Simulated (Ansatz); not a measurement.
Two structures, one formula

Two isomers of CH₅OS (charge +1), closed shell, relaxed at PBE0-D4/def2-TZVP (vibrations not checked).

A:

```xyz
8
angstrom
C -0.7401 0.8536 -0.4124
S 0.7920 0.0414 -0.7231
O 0.7846 -1.0984 0.6731
H -1.5983 0.1900 -0.5070
H -0.7605 1.5614 -1.2579
H -0.7340 1.4309 0.5108
H 0.7477 -2.0359 0.4101
H 1.5086 -0.9430 1.3064
```

B:

O1  (-1.524, 0.641, -0.060)
C2  (-0.201, 0.785, 0.091)
S3  (0.766, -0.874, -0.165)
H4  (-1.825, 0.885, -0.944)
H5  (0.311, 1.462, -0.597)
H6  (0.060, 1.000, 1.129)
H7  (0.261, -1.221, -1.369)
H8  (-0.100, -1.652, 0.523)
(Å)

Ansatz 0.2.0; basis: def2-TZVPP; cores frozen in the correlated methods. B3LYP uses VWN-RPA correlation.

(1) Which structure is lower at CCSD(T), and by how much? (Judge from chemistry; the value comes from the calculation.)

T1 diagnostic: at most 0.013.

Results:

(1) The calculation gives: B, by 14.95 kcal/mol (electronic energy, against the other). By their contacts, A is CH₅OS ([CH3][S][OH2]), total charge +1 and B is CH₅OS ([OH][CH2][SH2]), total charge +1.

All methods give the same order:

| method | E(B) − E(A) (kcal/mol) |
| --- | --- |
| PBE-D4 | -16.40 |
| r2SCAN-D4 | -17.39 |
| PBE0-D4 | -16.00 |
| B3LYP-D4 | -14.99 |
| wB97M-V | -12.83 |
| HF | -14.63 |
| MP2 | -15.34 |
| CCSD | -14.54 |
| CCSD(T) | -14.95 |

Labels in which every atom is bracketed show which atoms are joined, not bond orders.
